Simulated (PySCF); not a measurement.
# UTPSS/aug-cc-pVTZ run of Si2 (disilicon)

What is the vertical electron affinity of Si2 (disilicon) at UTPSS/aug-cc-pVTZ? 

The results are computed with PySCF 2.14.0.

4 further runs of the same task are left out: 4 set aside as unsound or not needed.

## Step 1: The molecule

Si2: 2 atoms, total charge 0, spin state triplet. As SMILES, `[Si]=[Si]`. Geometry: relaxed at GFN2-xTB.

Bond lengths: Si1–Si2 2.174 Å.

## Step 2: The energy at UTPSS/aug-cc-pVTZ

job.py reads:

```python
# disilicon
from pyscf import gto, dft

system = gto.M(
    atom=[
    ('Si', (0.000000, 0.000000, 0.000000)),
    ('Si', (0.000000, 0.000000, 2.174210)),
],
    basis='aug-cc-pvtz',
    spin=2,
    max_memory=1860,
    verbose=3,
)

calc0 = dft.UKS(system, xc='tpss')
calc0.conv_tol = 1e-10
calc0.grids.level = 5
calc0.kernel()
if not calc0.converged:
    calc0 = calc0.newton().run(calc0.mo_coeff, calc0.mo_occ)

etot = calc0.e_tot
print('Final energy', etot)
```

The run is started by

```bash
$ OMP_NUM_THREADS=1 python job.py
```

The program printed:

```text
WARN: HOMO -0.195764712671072 >= LUMO -0.198888297237196

converged SCF energy = -578.909915733991  <S^2> = 2.0064322  2S+1 = 3.0042851
Final energy -578.9099157339909
```

Wall time 22 s (1 thread of Arm Neoverse V2, shared host); peak memory 0.54 GiB.

## Step 3: The doublet anion, same level

job.py reads:

```python
from pyscf import gto, dft

mol = gto.Mole()
mol.atom = [
    ('Si', (0.000000, 0.000000, 0.000000)),
    ('Si', (0.000000, 0.000000, 2.174210)),
]
mol.basis = 'aug-cc-pvtz'
mol.max_memory = 1860
mol.spin = 1
mol.verbose = 3
mol.charge = -1
mol.build()

mf = dft.UKS(mol)
mf.xc = 'tpss'
mf.conv_tol = 1e-10
mf.grids.level = 5
mf.kernel()
if not mf.converged:
    mf = mf.newton().run(mf.mo_coeff, mf.mo_occ)

energy = mf.e_tot
print('E = %.10f Eh' % energy)
```

The run is started by

```bash
$ OMP_NUM_THREADS=1 python job.py
```

The program printed:

```text
converged SCF energy = -578.986876163502  <S^2> = 0.75894373  2S+1 = 2.0089238
E = -578.9868761635 Eh
```

Run time: 24 s. Hardware: 1 thread of Arm Neoverse V2, shared host; peak memory 0.54 GiB.

## Step 4: Outcome

Level: UTPSS/aug-cc-pVTZ.

| quantity | value |
| --- | --- |
| triplet Si2: total energy | -578.90992 Eh |
| triplet Si2: dipole moment | 0.00 D |
| triplet Si2: HOMO energy (highest over α and β) | -5.06 eV |
| triplet Si2: LUMO energy (lowest over α and β) | -4.59 eV |
| triplet Si2: ⟨S²⟩ | 2.006 |
| doublet anion: total energy | -578.98688 Eh |
| doublet anion: HOMO energy (highest over α and β) | 0.29 eV |
| doublet anion: LUMO energy (lowest over α and β) | 0.65 eV |
| doublet anion: ⟨S²⟩ | 0.759 |
| vertical electron affinity (to the doublet anion) | 2.094 eV |

At fixed nuclei the extra electron is bound by 2.09 eV (48 kcal/mol). The HOMO (doublet anion) lies at positive energy, 0.29 eV, as semi-local functionals often give for anions; only total energies tell whether the electron is bound.
